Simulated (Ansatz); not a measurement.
**Which isomer of CH3FS+ gives these data?**

These gas-phase data were calculated for one isomer of CH3FS+ at B3LYP-D3(BJ)/def2-SVP (harmonic, unscaled wavenumbers; equilibrium rotational constants with average atomic masses):

- rotational constants: 40.7, 5.418, 4.955 GHz
- all wavenumbers above 1500 cm⁻¹: 3159, 2601, 2556

Candidates:

(1) the doublet with the links of `[CH2][SH+]F`
(2) the doublet with the links of `F[CH][SH2+]`

Question: Which structure fits?

Answer: Candidate (2). 2 modes lie between 2500 and 2800 cm⁻¹, one for each S–H bond, while (1) has 1.

The same quantities for all candidates:

```tsv
	rotational constants (GHz)	wavenumbers above 1500 cm⁻¹	E above the lowest, B3LYP-D3(BJ)/def2-SVP (kcal/mol)
(1)	22.7, 8.086, 6.491	3284, 3129, 2567	16.0
(2)	40.7, 5.418, 4.955	3159, 2601, 2556	0.0
```

Each candidate is one conformer. Open shells are spin-unrestricted. Programs: Ansatz 0.2.0.
